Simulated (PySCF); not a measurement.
Point-charge models of `CCCC#P` against its computed dipole.

Coordinates (GFN2-xTB, Å) and charges (e) from the PBE0/pcSseg-1 density (PySCF):

```tsv
atom	x	y	z	Mulliken	IAO	Hirshfeld	ESP-fitted
C1	-1.282	-0.522	0.280	-0.2811	-0.4198	-0.1200	-0.2672
C2	-0.420	0.331	-0.642	-0.2669	-0.2378	-0.0573	+0.1795
C3	0.896	0.743	0.033	-0.1806	-0.2760	-0.0606	-0.2052
C4	1.733	-0.398	0.311	-0.3396	-0.2867	-0.0754	-0.1809
P5	2.603	-1.654	0.584	+0.1456	+0.1835	+0.0050	+0.0092
H6	-2.200	-0.819	-0.222	+0.1189	+0.1439	+0.0428	+0.0634
H7	-1.545	0.030	1.180	+0.1070	+0.1354	+0.0386	+0.0737
H8	-0.743	-1.421	0.575	+0.1286	+0.1458	+0.0310	+0.0771
H9	-0.193	-0.229	-1.552	+0.1290	+0.1409	+0.0390	+0.0143
H10	-0.966	1.234	-0.926	+0.1242	+0.1367	+0.0424	-0.0175
H11	1.441	1.437	-0.618	+0.1607	+0.1698	+0.0581	+0.1185
H12	0.676	1.268	0.970	+0.1543	+0.1644	+0.0562	+0.1349
```

Problem. Form Σ q r in debye for every column and set it beside the full dipole.

Solution. The full density gives (-1.16, 1.22, -0.40) D, 1.73 D in size; dipole vectors point from the negative to the positive end.

```json
{"scheme": "Mulliken", "μx": "-1.11", "μy": "0.44", "μz": "-0.12", "size (D)": "1.20", "share of the full size (%)": "69", "angle to the full dipole (°)": "25"}
{"scheme": "IAO", "μx": "-0.32", "μy": "0.07", "μz": "-0.17", "size (D)": "0.37", "share of the full size (%)": "21", "angle to the full dipole (°)": "35"}
{"scheme": "Hirshfeld", "μx": "-0.47", "μy": "0.68", "μz": "-0.22", "size (D)": "0.85", "share of the full size (%)": "49", "angle to the full dipole (°)": "9"}
{"scheme": "ESP-fitted", "μx": "-1.16", "μy": "1.25", "μz": "-0.38", "size (D)": "1.75", "share of the full size (%)": "101", "angle to the full dipole (°)": "1"}
```

Problem. Which set comes closest?

Solution. Length of the difference vector: ESP-fitted 0.04 D, Mulliken 0.83 D, Hirshfeld 0.90 D, IAO 1.45 D. Closest: ESP-fitted. The schemes that divide the density aren't constrained to reproduce the dipole.

Problem. What is left for the Hirshfeld atoms' own dipoles?

Solution. The Hirshfeld atoms' densities add up to the full density, so μ = Σ q r + Σ (atomic dipoles). The atomic dipoles sum to (-1.16, 1.22, -0.40) − (-0.47, 0.68, -0.22) = (-0.69, 0.54, -0.18) D, 0.90 D in size.

Problem. With the origin at the mean of the coordinates, (0.000, 0.000, -0.002) Å, which are the largest single terms, by size, of the Hirshfeld dipole along the direction of the full one?

Solution. C4 +0.55, H10 +0.35, C1 -0.25, H6 +0.20, C2 -0.18 D; all 12 atoms together +0.84 D. The single terms depend on the origin, their sum doesn't.

Problem. Give the size of the full dipole in other units.

Solution. 1.73 D = 0.681 au = 0.360 e·Å = 5.77 × 10⁻³⁰ C·m.

Geometry: GFN2-xTB, one conformer, isolated molecule.

The values belong to the conformer `[CH3:1][CH2:2][CH2:3][C:4]#[P:5]`: C1–C2–C3–C4 65°.
